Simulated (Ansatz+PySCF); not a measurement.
Values are calculated unless marked as measured or tabulated.
A run of PySCF 2.14.0 on singlet BN at this shape:

```yaml
atoms:
  - { symbol: B, position_ang: [0.0000, 0.0000, 0.0000] }
  - { symbol: N, position_ang: [0.0000, 0.0000, 1.7050] }
```

Its results:

* Converged: yes
* Reference energy: -77.69679 hartree
* CCSD correlation energy: -0.22740 hartree
* Triples correction: -0.03804 hartree
* Total energy: -77.96222 hartree
* Spin squared of the determinant: 0.000

(1) Which input gives this output? Name the method, the orbitals and the basis set, and write the input.

## Answers

(1) RHF-CCSD(T) in STO-3G. An unrestricted run that stays on the closed shell gives the same numbers.

```python
from pyscf import gto, scf, cc

mol = gto.M(atom="""
B 0.000000 0.000000 0.000000
N 0.000000 0.000000 1.705000
""", basis='sto-3g', charge=0, spin=0)
mf = scf.RHF(mol)
mf.kernel()
mycc = cc.CCSD(mf, frozen=2).run()
et = mycc.ccsd_t()
print(mf.e_tot, mycc.e_corr, et, mycc.e_tot + et)
```

Caution: large amplitudes, a single reference is doubtful; another spin multiplicity may lie lower; an unrestricted determinant lies well below.
